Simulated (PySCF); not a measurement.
# Ionisation of acetylene

Molecule: acetylene, `C#C` (C2H2). Non-hydrogen atoms are numbered in `[CH:1]#[CH:2]`.

Energies: ωB97X-D3(BJ)/ma-def2-TZVP (PySCF, density fitting, integration grid level 2) on PBE0-D3(BJ)/def2-SVP structures. The prefix ma- adds one diffuse s and one diffuse p function on all atoms but H. Thermal corrections: PBE0-D3(BJ)/def2-SVP frequencies, unscaled, ideal gas at 298.15 K and 1 bar, quasi-RRHO entropy.

Frontier levels of the parent: HOMO -10.92 eV, LUMO 1.41 eV.

Oxidation to the radical cation:
| Quantity | Value |
| --- | --- |
| Vertical ionisation energy (electronic) | 11.31 eV |
| Adiabatic ionisation energy (with zero-point energy) | 11.23 eV |
| Adiabatic, electronic part | 11.26 eV |
| Vertical gap at the product's structure | 11.08 eV |
| Inner reorganisation energy (four-point) | 235 meV |
| Relaxation of product / of parent | 50 / 184 meV |
| ⟨S²⟩ of the product | 0.752 |
| Largest spin populations | C2 0.52, C1 0.52 |
| Largest changes of atomic charge | C1 0.39, C2 0.39, H (on C2) 0.11, H (on C1) 0.11 |
| Distances that move most (Å) | C1–C2 1.209 → 1.254; C2–H 1.075 → 1.093; C1–H 1.075 → 1.093 |
| Potential in THF | 8.61 V absolute, 3.87 V against Fc+/Fc computed at 4.74 V (solvation -12 → -261 kJ/mol) |

Solvents are IEF-PCM continua (electrostatics only, gas-phase structures); absolute potentials refer to an electron at rest in vacuum. Fc+/Fc in THF, 4.74 V, is ωB97X-D3(BJ)/ma-def2-TZVP on PBE0-D3(BJ)/def2-SVP structures with GFN2-xTB thermal terms. Benchmark calculations put it near 5.0 V in acetonitrile and DMSO, so it is about 0.3 V low, and the value against it can read up to that much too high.

Measured values (NIST Chemistry WebBook, evaluated or the median of agreeing entries): vertical ionisation energy 11.46 eV (computed 11.31, difference -0.15); adiabatic ionisation energy 11.40 eV (computed 11.23, difference -0.17).

Caveats: the split of the reorganisation energy is sensitive to the structures, which come from another level (PBE0-D3(BJ)/def2-SVP).

Run with `OMP_NUM_THREADS=1 python redox_run.py task.json out` on 1 thread of Intel Xeon Platinum 8488C, a shared host. Structures, frequencies and single points: 26 s of wall time.
